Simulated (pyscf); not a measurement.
•H₂C–C(F)(F)–F (SMILES [CH2]C(F)(F)F) + HF (SMILES F) → F–CH₂–C•(F)–F (SMILES FC[C](F)F) + HF (SMILES F) (concerted two-bond exchange; doublet surface; F–H, C–F broken, C–F, F–H formed). Structures and frequencies: ωB97X-D3(BJ)/def2-SVP in PySCF. Energies in eV from the separated reactants.

```tsv
level	barrier	reaction energy
ωB97X-D3(BJ)/def2-TZVP	1.35	+0.58
PBE/def2-TZVP	0.78	+0.53
r²SCAN/def2-TZVP	(withheld)	(withheld)
PBE0-D3(BJ)/def2-TZVP	1.26	+0.60
M06-2X/def2-TZVP	1.46	+0.63
ωB97M-D3(BJ)/def2-TZVP	(withheld)	+0.64
```

### Question
Some entries are withheld; supply them.

### Answer

- r²SCAN/def2-TZVP, barrier: 1.06
- r²SCAN/def2-TZVP, reaction energy: +0.68
- ωB97M-D3(BJ)/def2-TZVP, barrier: 1.29

The functionals in the table span 0.68 eV in this barrier, from PBE to M06-2X. On the product side the descent ends in a complex, 0.22 eV under the separated species and 0.99 eV under the saddle at ωB97X-D3(BJ)/def2-TZVP. This is the saddle that the search found; another between the same sides may lie lower.
